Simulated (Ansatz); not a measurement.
HAlO, singlet in 6-31G: errors against full CI

Geometry: a point of a stretch scan, not a stationary point.

```xyz
3

Al    0.0000    0.0000   -0.4598
O     0.0000    0.0000   -2.0535
H     0.0000    0.0000    2.5132
```

Basis 6-31G; Ansatz 0.2.0. Correlated methods freeze the noble-gas cores, which leaves 10 electrons in 18 orbitals. R marks a restricted (for open shells ROHF) determinant, U an unrestricted one. Active spaces: valence = (10e, 9o) chosen from the atoms' valence shells; pair = (2e, 2o) about the gap.

Full CI is exact within this basis and frozen core; it isn't the basis-set limit. The frozen core follows each run's orbitals, which can shift R against U totals by a few meV.

```
UHF ⟨S²⟩                            : 1.151
⟨S²⟩ of the determinant under UCCSD : 1.013
T1 diagnostic (RCCSD)               : 0.0496
largest doubles amplitude (RCCSD)   : 0.444
```

| level | E − E(RHF) (eV) |
| --- | --- |
| RMP2 | -6.1555 |
| RCCSD* | -6.6125 |
| RCCSD(T)* | -7.1705 |

Estimate how far full CI in 6-31G lies from RCCSD(T). The table doesn't fix it; the size of (T) and the diagnostics are the guide.

Full CI in 6-31G lies 6.3 kJ/mol below RCCSD(T), which is 12 % of the (T) step (-53.8 kJ/mol). T1 is raised, a doubles amplitude is large, RHF is unstable towards spin polarisation, but (T) still catches most of what CCSD lacks. The miss exceeds 1 kcal/mol.

The other levels:

```json
{"level": "UHF†", "E − E(full CI) (kJ/mol)": "488.0", "share of correlation (%)": "–", "wall time": "0.54 s"}
{"level": "UMP2†", "E − E(full CI) (kJ/mol)": "142.1", "share of correlation (%)": "–", "wall time": "–"}
{"level": "CISD", "E − E(full CI) (kJ/mol)": "141.9", "share of correlation (%)": "79.68", "wall time": "0.57 s"}
{"level": "UCCSD*†", "E − E(full CI) (kJ/mol)": "45.5", "share of correlation (%)": "–", "wall time": "–"}
{"level": "UCCSD(T)*†", "E − E(full CI) (kJ/mol)": "28.8", "share of correlation (%)": "–", "wall time": "3.1 s"}
{"level": "BCCD(T)*", "E − E(full CI) (kJ/mol)": "2.2", "share of correlation (%)": "99.69", "wall time": "0.84 s"}
{"level": "RCCSDT*", "E − E(full CI) (kJ/mol)": "6.3", "share of correlation (%)": "99.09", "wall time": "–"}
{"level": "UCCSDT*†", "E − E(full CI) (kJ/mol)": "7.8", "share of correlation (%)": "–", "wall time": "–"}
{"level": "CISDTQ", "E − E(full CI) (kJ/mol)": "15.7", "share of correlation (%)": "97.75", "wall time": "4 s"}
{"level": "RCCSDT(Q)*", "E − E(full CI) (kJ/mol)": "-5.7", "share of correlation (%)": "100.81", "wall time": "1.6 s"}
{"level": "UCCSDT(Q)*†", "E − E(full CI) (kJ/mol)": "-5.9", "share of correlation (%)": "–", "wall time": "8 s"}
{"level": "RCCSDTQ*", "E − E(full CI) (kJ/mol)": "-0.9", "share of correlation (%)": "100.13", "wall time": "14 s"}
{"level": "CASSCF (pair space)", "E − E(full CI) (kJ/mol)": "511.7", "share of correlation (%)": "26.70", "wall time": "–"}
{"level": "NEVPT2 (pair space)", "E − E(full CI) (kJ/mol)": "11.8", "share of correlation (%)": "98.31", "wall time": "0.21 s"}
{"level": "MRCISD (pair space)", "E − E(full CI) (kJ/mol)": "65.9", "share of correlation (%)": "90.56", "wall time": "–"}
{"level": "MRCISD+Q (pair space)", "E − E(full CI) (kJ/mol)": "17.9", "share of correlation (%)": "97.44", "wall time": "0.36 s"}
{"level": "CASSCF (valence space)", "E − E(full CI) (kJ/mol)": "163.2", "share of correlation (%)": "76.63", "wall time": "–"}
{"level": "NEVPT2 (valence space)", "E − E(full CI) (kJ/mol)": "46.5", "share of correlation (%)": "93.34", "wall time": "4.1 s"}
{"level": "MRCISD (valence space)", "E − E(full CI) (kJ/mol)": "14.7", "share of correlation (%)": "97.90", "wall time": "–"}
{"level": "MRCISD+Q (valence space)", "E − E(full CI) (kJ/mol)": "10.7", "share of correlation (%)": "98.47", "wall time": "6 s"}
```

An asterisk marks runs whose energy the program itself flagged as in doubt. A dagger marks rows that describe another state than the reference (another or a broken symmetry, a higher spin or other natural occupations), so the difference isn't the method's error.

The correlation energy at full CI, counted from RHF, is -7.236 eV. That run took 3 min on 1 thread of Arm Neoverse V1, shared host over 18,367,552 determinants.

Times hold each run's SCF and search for its determinant on a shared host, so for small cases they say little of a method's own cost; they ran on 1 thread of Arm Neoverse V1.

Not variational, and here over 5 meV under the exact energy: RCCSDT(Q), RCCSDTQ.

Unrestricted levels hold only the spin's projection, and here they fall towards a lower state of higher spin.

The full-CI state has the irrep A1 of C2v, in the program's axes (one component, if the state is degenerate).

Natural occupations of full CI about the gap: 1.986 1.924 1.924 1.916 1.539 0.490 0.075 0.075 0.032 0.013; effectively unpaired electrons, Σ n²(2−n)², 1.17. No single determinant describes this state well, so single-reference rows can miss without a flag.
